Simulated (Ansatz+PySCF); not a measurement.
# singlet BH: levels of theory in one basis

```xyz
2

B     0.0000    0.0000   -0.2505
H     0.0000    0.0000    1.2524
```

Basis set: 6-31G (spherical functions). Correlated methods keep 1 orbital frozen. Charge 0, multiplicity 1.

Computed with Ansatz (development build ahead of 0.2.0) and PySCF 2.14.0; each method stands on the lowest determinant of its kind that the runs found.

```json
{"method": "RHF", "E − E(RHF) (eV)": "0.00", "<S²> of the determinant": "–"}
{"method": "UHF", "E − E(RHF) (eV)": "-0.11", "<S²> of the determinant": "0.38"}
{"method": "RHF-MP2", "E − E(RHF) (eV)": "-1.12", "<S²> of the determinant": "–"}
{"method": "RHF-CCSD", "E − E(RHF) (eV)": "-1.86", "<S²> of the determinant": "–"}
{"method": "UHF-CCSD", "E − E(RHF) (eV)": "-1.86", "<S²> of the determinant": "0.38"}
{"method": "RHF-CCSD(T)", "E − E(RHF) (eV)": "-1.88", "<S²> of the determinant": "–"}
{"method": "full CI (lowest root of this spin)", "E − E(RHF) (eV)": "-1.89", "<S²> of the determinant": "–"}
```

(1) What does UHF-MP2 give on the same scale?

(2) Is a single determinant a sound starting point here?

## Answers

(1) -1.02 eV.

At such a shape the full CI root can have another spatial symmetry than the determinants, so the rows needn't describe one state.

(2) Only with care. Unrestricted orbitals gain 0.11 eV and <S²> is 0.38 against 0.00 for a pure state, so spin symmetry breaks but gains little energy; restricted orbitals can still serve.

Caution for UHF, UHF-MP2, UHF-CCSD: the unrestricted determinant is spin contaminated. Caution for RHF-MP2, UHF-MP2, RHF-CCSD, UHF-CCSD, RHF-CCSD(T): bonds are stretched, where a single reference can fail. Caution for UHF-MP2, UHF-CCSD: a plain start can end on a higher determinant. Caution for UHF-MP2: another reference gives a lower total.
